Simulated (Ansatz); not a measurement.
We consider cubic perovskite KTaO3, described by PBE (PAW; Ansatz, a quantum-chemistry and plane-wave program).

Run with plane-wave cutoff 520 eV, 8×8×8 k mesh, Fermi–Dirac smearing 0.01 eV, scalar-relativistic PAW data made under PBE.

Computed at the level's own relaxed cell.

Question: Predict the equilibrium volume per atom, band gap, smallest direct gap on the k points sampled, bulk modulus B0 and lattice parameter a.

Answer: 
- equilibrium volume per atom: 13.04 Å³/atom
- band gap: 2.16 eV
- smallest direct gap on the k points sampled: 2.78 eV
- bulk modulus B0: 188 GPa
- lattice parameter a: 4.025 Å

Measured, for comparison: band gap 3.64 eV (temperature not stated, not corrected to a static lattice, indirect; as tabulated in Himmetoglu and Janotti (2016), arXiv:1601.06205); bulk modulus 220 GPa (temperature not stated, not corrected to a static lattice; as tabulated in Tinte et al. (1998), arXiv:cond-mat/9809379). Computed (rounded) less measured: bulk modulus -15 %.

Spin–orbit coupling is not included.

Static lattice: no zero-point or thermal effects.
